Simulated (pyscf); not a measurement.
silylamine (H₂N–SiH₃) + amino radical (NH₂•) → •HN–SiH₃ + ammonia (NH₃), a hydrogen abstraction (doublet surface; H–N broken, H–N formed). Single points on ωB97X-D3(BJ)/def2-SVP structures (PySCF, gas phase). MP2 and CC: frozen core, UHF for open shells. ΔMP2 is the change of the MP2 total energy from the triple- to the quadruple-zeta basis. Energies in kcal/mol from the separated reactants.

Small-basis levels: PySCF, no dispersion term, spherical d functions. AM1 to PM7: differences of heats of formation from MOPAC, which are fitted to 298 K values and so differ in kind from electronic energies by zero-point and thermal terms. GFN2-xTB: tblite. Open shells are spin-unrestricted. 

```
level                             barrier  reaction energy
--------------------------------  -------  ---------------
HF/STO-3G                            29.1             +1.1
HF/6-31G*                            33.4             +4.3
MP2/6-31G*                           15.3             +4.5
SVWN5/6-31G*                        -15.4             +0.3
PBE/6-31G*                            ___             +0.9
PBE/def2-SVP                         -5.4             +1.2
B3LYP/def2-SVP                        3.8             +2.3
GFN2-xTB                             -9.0             -5.5
AM1                                  42.7             +7.9
PM3                                   ___             -6.6
PM6                                  27.1             +8.7
PM7                                  22.2             -3.1
CCSD(T)/def2-TZVPP + ΔMP2(QZVPP)      ___             +2.8
```

### Question
What belongs in the gaps?

### Answer

- PBE/6-31G*, barrier: -3.9
- PM3, barrier: 24.5
- CCSD(T)/def2-TZVPP + ΔMP2(QZVPP), barrier: 11.9

Against the last row the barrier runs from -27.3 (SVWN5/6-31G*) to +30.8 kcal/mol (AM1); MP2/6-31G* happens to lie closest here (3.4 kcal/mol apart). At SVWN5/6-31G*, PBE/6-31G*, PBE/def2-SVP, GFN2-xTB this geometry lies under one side, so the entry may be no barrier of that level: it is a single point on another level's saddle. CCSD(T)/def2-TZVPP + ΔMP2(QZVPP) has limits of its own. On the reactant side the descent ends in a complex, 4.5 kcal/mol under the separated species and 14.8 kcal/mol under the saddle at ωB97X-D3(BJ)/def2-TZVP. The same reactants have a lower exit, to H₂N–SiH₂• + NH₃ (barrier +4.3 kcal/mol at ωB97M-D3(BJ)/def2-TZVP, against +10.4 kcal/mol here). •HN–SiH₃ lies 20.8 kcal/mol over its isomer H₂N–SiH₂• (electronic energy, ωB97M-D3(BJ)/def2-TZVP). This is the saddle that the search found; another between the same sides may lie lower. The angle at the transferred H is 150°. The CCSD(T) − MP2 part came from Ansatz, without density fitting, on the same reference.
